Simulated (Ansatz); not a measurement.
These are PBE-D3(BJ)/def2-TZVP in Ansatz (a first-principles code) values and carry that method's errors. No frequencies were computed at this level.

Ansatz 0.2 input:
```yaml
crystal:
  periodic: [false, false, false]
  atoms:
    - { symbol: C, position_ang: [-0.461594, 0.000661, 0.03731] }
    - { symbol: C, position_ang: [0.918443, 0.144286, -0.474644] }
    - { symbol: O, position_ang: [1.98706, -0.064265, 0.006137] }
    - { symbol: H, position_ang: [-0.491241, -0.375278, 1.064813] }
    - { symbol: H, position_ang: [-1.00307, -0.677643, -0.619502] }
    - { symbol: H, position_ang: [-0.949596, 0.972238, -0.014114] }
basis:
  gaussian: { orbitals: def2-tzvp }
hamiltonian:
  xc: pbe
  dispersion: d3bj
relax:
  max_steps: 150
magnetization:
  spin_polarized: true
  initial_magnetization: 1
```

Output:

```
Functional definition: PBE
643 factors; their error is unknown
mean field evaluation 1: about -4157.8188 eV, gradient 4.2e1 eV
mean field evaluation 2: about -4148.4229 eV, gradient 6.1e1 eV
mean field evaluation 4: about -4164.9448 eV, gradient 4.1e0 eV
mean field evaluation 8: about -4165.0005 eV, gradient 2.7e-1 eV
mean field evaluation 16: about -4165.0008 eV, gradient 3.8e-5 eV
mean field -4165.00075523 eV, -153.0609546158 hartree, gradient 3.8e-5 eV, S^2 0.751963; 0 other end points of the search recorded, 0 dependent functions left out
reference -4165.00078737 eV, -153.0609557970 hartree; 12, 11 occupied and 99, 100 virtual orbitals, 643 factors
relax step   1: F+E_penalty+E_count = -4165.07164947 eV  Δ(F+E_penalty+E_count) = +0.000e0 eV  max|allowed force component| = 5.518e-1 eV/Å  Δτ_max = 0.0000 Å  (29 SCF iters, accepted)
these checks for a lower state are left out or cut short: starts, cluster_reference, orbital_swaps, neighbouring_geometries, increment
643 factors; their error is unknown
mean field -4165.01641782 eV, -153.0615302053 hartree, gradient 1.2e-5 eV, S^2 0.751966; 0 other end points of the search recorded, 0 dependent functions left out
reference -4165.01645005 eV, -153.0615313899 hartree; 12, 11 occupied and 99, 100 virtual orbitals, 643 factors
relax step   2: F+E_penalty+E_count = -4165.08728237 eV  Δ(F+E_penalty+E_count) = -1.563e-2 eV  max|allowed force component| = 3.125e-1 eV/Å  Δτ_max = 0.0134 Å  (33 SCF iters, accepted)
these checks for a lower state are left out or cut short: starts, cluster_reference, orbital_swaps, neighbouring_geometries, increment
643 factors; their error is unknown
mean field -4165.02305499 eV, -153.0617741170 hartree, gradient 1.4e-5 eV, S^2 0.751967; 0 other end points of the search recorded, 0 dependent functions left out
reference -4165.02308726 eV, -153.0617753026 hartree; 12, 11 occupied and 99, 100 virtual orbitals, 643 factors
relax step   3: F+E_penalty+E_count = -4165.09393915 eV  Δ(F+E_penalty+E_count) = -6.657e-3 eV  max|allowed force component| = 6.775e-2 eV/Å  Δτ_max = 0.0193 Å  (34 SCF iters, accepted)
these checks for a lower state are left out or cut short: starts, cluster_reference, orbital_swaps, neighbouring_geometries, increment
643 factors; their error is unknown
mean field evaluation 32: about -4165.0405 eV, gradient 9.0e-4 eV
mean field -4165.02324806 eV, -153.0617812121 hartree, gradient 1.3e-5 eV, S^2 0.751963; 0 other end points of the search recorded, 0 dependent functions left out
reference -4165.02328031 eV, -153.0617823972 hartree; 12, 11 occupied and 99, 100 virtual orbitals, 643 factors
relax step   4: F+E_penalty+E_count = -4165.09416786 eV  Δ(F+E_penalty+E_count) = -2.287e-4 eV  max|allowed force component| = 1.601e-2 eV/Å  Δτ_max = 0.0060 Å  (33 SCF iters, accepted)
these checks for a lower state are left out or cut short: starts, cluster_reference, orbital_swaps, neighbouring_geometries, increment
643 factors; their error is unknown
mean field -4165.02325839 eV, -153.0617815916 hartree, gradient 1.3e-5 eV, S^2 0.751963; 0 other end points of the search recorded, 0 dependent functions left out
reference -4165.02329063 eV, -153.0617827766 hartree; 12, 11 occupied and 99, 100 virtual orbitals, 643 factors
relax step   5: F+E_penalty+E_count = -4165.09417576 eV  Δ(F+E_penalty+E_count) = -7.898e-6 eV  max|allowed force component| = 5.737e-3 eV/Å  Δτ_max = 0.0007 Å  (35 SCF iters, accepted)
643 factors; their error is unknown
mean field evaluation 64: about -4165.0233 eV, gradient 2.7e-4 eV
mean field -4165.02325839 eV, -153.0617815916 hartree, gradient 1.3e-5 eV, S^2 0.751963; 1 other end points of the search recorded, 0 dependent functions left out
reference -4165.02329063 eV, -153.0617827766 hartree; 12, 11 occupied and 99, 100 virtual orbitals, 643 factors
Total energy: -4165.09420800 eV, -153.0643889418 hartree
Atom 0 at    -0.461909     0.001125     0.036357 Å, force     0.005737    -0.000256     0.000427 eV/Å
Atom 1 at     0.934666     0.154039    -0.502009 Å, force    -0.005372     0.000037     0.000837 eV/Å
Atom 2 at     1.971392    -0.074532     0.034563 Å, force    -0.001483    -0.000190     0.000245 eV/Å
Atom 3 at    -0.460453    -0.378453     1.071046 Å, force     0.000555    -0.000480     0.001296 eV/Å
Atom 4 at    -1.018457    -0.679069    -0.623761 Å, force     0.000237    -0.001845    -0.002221 eV/Å
Atom 5 at    -0.965238     0.976889    -0.016195 Å, force     0.000326     0.002736    -0.000584 eV/Å
Dipole moment:    -0.511142    -0.006623     0.062200 e Å
```

Cost: around 13 core-seconds (rough).
